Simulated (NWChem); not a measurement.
## Which level was it?

BF has 2 atoms, charge 0, and is taken as a singlet. As SMILES, `[B]F`. Geometry: relaxed at PBE0-D4/def2-TZVP.

```xyz
2

B     0.0000    0.0000   -0.0094
F     0.0000    0.0000    1.2537
```

A calculation with NWChem 7.3.0 gave:

```yaml
total_energy: -124.4271 Eh
dipole_moment: 1.20 D
HOMO_energy: -7.88 eV
LUMO_energy: -0.93 eV
HOMO–LUMO_gap: 6.95 eV
largest_force: 0.009 eV/Å
```

Question: Which of these levels gave the numbers?
A. PBE0/def2-SVP
B. r2SCAN/def2-TZVPPD
C. HF/def2-SVP
D. SVWN5/def2-TZVPPD

Answer: A. The others give -124.0029 Eh (HF/def2-SVP), -124.6525 Eh (r2SCAN/def2-TZVPPD), -123.7970 Eh (SVWN5/def2-TZVPPD).
